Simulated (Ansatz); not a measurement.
# CH2BN: the cost of one run

Method: RKS PBE0-D4/def2-SVP, in Ansatz 0.2.0.

## 1. The starting structure

Bond lengths: B1–C2 1.544 Å, B1–N3 1.464 Å, C2–N3 1.276 Å, C2–H4 1.083 Å, N3–H5 1.015 Å. Angles: B1–C2–N3 61.7°, B1–C2–H4 172.0°, N3–C2–H4 126.3°, C2–B1–N3 50.1°, B1–N3–C2 68.2°, B1–N3–H5 160.2°, C2–N3–H5 131.7°.

As a file:

```xyz
5

B    -0.7185    1.1800   -0.3065
C    -0.5473   -0.3468   -0.1537
N     0.4481    0.4044    0.1184
H    -0.5706   -1.4277   -0.0930
H     1.3884    0.1901    0.4348
```

## 2. Relaxing end A

File input.yaml:

```yaml
crystal:
  periodic: [false, false, false]
  atoms:
    - { symbol: B, position_ang: [-0.71851, 1.17998, -0.30649] }
    - { symbol: C, position_ang: [-0.54734, -0.34675, -0.15371] }
    - { symbol: "N", position_ang: [0.44808, 0.40443, 0.11845] }
    - { symbol: H, position_ang: [-0.57062, -1.42774, -0.09302] }
    - { symbol: H, position_ang: [1.3884, 0.19008, 0.43477] }
basis:
  gaussian: { orbitals: def2-SVP }
hamiltonian:
  xc: pbe0
  dispersion: d4
relax:
  f_tol: 0.02
  max_steps: 50
```

On the command line:

```
$ ansatz run input.yaml --threads 1 --pin off --max-ram 2048MiB --backend cpu --events-out ev --progress --plain --runs-dir out
```

What time and memory should one allow on 1 thread of Intel Xeon at 2.70GHz, shared host?

About 17 s, with a peak of 0.13 GiB.
